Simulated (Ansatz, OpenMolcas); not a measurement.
# CH7AlSi (SMILES [CH3][AlH][SiH3]): methods side by side

The species is CH7AlSi (10 atoms), meant as a singlet with charge 0. SMILES: `[CH3][AlH][SiH3]`. Geometry: relaxed at PBE0-D4/def2-TZVP.

Each level gives the vertical energy of the triplet above the singlet (eV). The values are calculated.

```json
{"level": "revPBE/cc-pVDZ", "kind": "GGA", "program": "OpenMolcas", "value (eV)": "3.46", "less CCSD(T)/cc-pVDZ": "-0.42"}
{"level": "M06-L/cc-pVDZ", "kind": "meta-GGA", "program": "OpenMolcas", "value (eV)": "3.78", "less CCSD(T)/cc-pVDZ": "-0.10"}
{"level": "r2SCAN/cc-pVDZ", "kind": "meta-GGA", "program": "Ansatz", "value (eV)": "3.49", "less CCSD(T)/cc-pVDZ": "-0.39"}
{"level": "BHLYP/cc-pVDZ", "kind": "global hybrid", "program": "OpenMolcas", "value (eV)": "3.97", "less CCSD(T)/cc-pVDZ": "+0.09"}
{"level": "HSE06/cc-pVDZ", "kind": "range-separated hybrid", "program": "Ansatz", "value (eV)": "3.65", "less CCSD(T)/cc-pVDZ": "-0.23"}
{"level": "CCSD(T)/cc-pVDZ", "kind": "coupled cluster or CI", "program": "Ansatz", "value (eV)": "3.88", "less CCSD(T)/cc-pVDZ": "0.00"}
{"level": "CCSD(T)/cc-pVDZ, open shells restricted", "kind": "coupled cluster or CI", "program": "OpenMolcas", "value (eV)": "3.88", "less CCSD(T)/cc-pVDZ": "0.00"}
{"level": "CCSD/cc-pVDZ", "kind": "coupled cluster or CI", "program": "Ansatz", "value (eV)": "3.91", "less CCSD(T)/cc-pVDZ": "+0.03"}
```

CCSD(T)/cc-pVDZ is the highest level here, not the true value. The values span 3.46 to 3.97 eV.
